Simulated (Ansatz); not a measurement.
Wavefunction ladder for `CC1=C(F)NC1`

| atom | x (Å) | y (Å) | z (Å) |
| --- | --- | --- | --- |
| C1 | -1.0564 | -1.1082 | 0.8412 |
| C2 | -0.2409 | -0.1176 | 0.1127 |
| C3 | -0.3146 | 1.1642 | -0.2456 |
| F4 | -1.2336 | 2.1080 | -0.2062 |
| N5 | 1.0056 | 1.3920 | -0.6574 |
| C6 | 1.1881 | -0.0757 | -0.3883 |
| H7 | -0.5822 | -1.4068 | 1.7823 |
| H8 | -1.2102 | -2.0192 | 0.2545 |
| H9 | -2.0384 | -0.6960 | 1.0798 |
| H10 | 1.1222 | 1.6582 | -1.6315 |
| H11 | 1.3919 | -0.6479 | -1.2970 |
| H12 | 1.9686 | -0.2510 | 0.3555 |

Charge 0, multiplicity 1. All single points use the PBE0-D4/def2-TZVP geometry. Frozen core, restricted reference, Ansatz 0.2.0. CBS rows extrapolate triple and quadruple zeta; past MP2 they add the triple-zeta difference.

| basis | HF (Eh) | MP2 corr. |
| --- | --- | --- |
| def2-TZVPP | -308.90515 | -1.10698 |
| def2-QZVPP | -308.91888 | -1.18689 |

Problem. Estimate the CCSD correlation energy and the (T) correction in each basis where they were run (hartree).

Solution. 
```
     basis  CCSD corr.       (T)
def2-TZVPP    -1.13638  -0.04849
 CBS(def2)    -1.27548     as TZ
```
